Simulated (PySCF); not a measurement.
Compound: diacetylene, C4H2.
Cartesian coordinates in Å at the PBE0-D3(BJ)/def2-TZVP level; atoms count from 1:
```xyz
6
C4H2 angstrom
C      1.8391    0.4219    0.0243
C      0.6673    0.1496    0.0862
C     -0.6594   -0.1589    0.1563
C     -1.8309   -0.4326    0.2187
H      2.8743    0.6627   -0.0306
H     -2.8663   -0.6729    0.2734
```

Method used: PBE0-D3(BJ)/def2-TZVP geometry optimisation, gas phase in PySCF 2.14.0.

Masses are those of the commonest isotopes; rigid-rotor values at the optimised geometry. 

Question: What are the moment of inertia and the rotational constant?

Answer: I = 114.131 u·Å², B = 505379 MHz·u·Å²/I = 4428 MHz (0.1477 cm⁻¹, or 0.213 K as hB/k).

Question: List the first levels of a rigid rotor in a Σ state.

Answer: E(J) = BJ(J+1): J = 1: 0.295, J = 2: 0.886, J = 3: 1.772, J = 4: 2.954, J = 5: 4.431, J = 6: 6.204 cm⁻¹.

Question: Has it a pure rotational spectrum?

Answer: Not by electric dipole: D∞h allows no dipole (computed 0.00 D). Rotational Raman lines (ΔJ = 2) lie at B(4J + 6), spaced by 4B = 0.591 cm⁻¹, with nuclear-spin weights that differ between even and odd J.

Question: Estimate the classical rotational partition function at 25 K, 50 K and 298.15 K.

Answer: Point group D∞h, symmetry number σ = 2; q = kT/(σhB), k/h = 20836.6 MHz/K: 58.8 at 25 K, 118 at 50 K, 701 at 298.15 K.

Not checked by PBE0-D3(BJ)/def2-TZVP frequencies. No vibrational averaging or centrifugal distortion is included, and the geometry carries the error of its method.
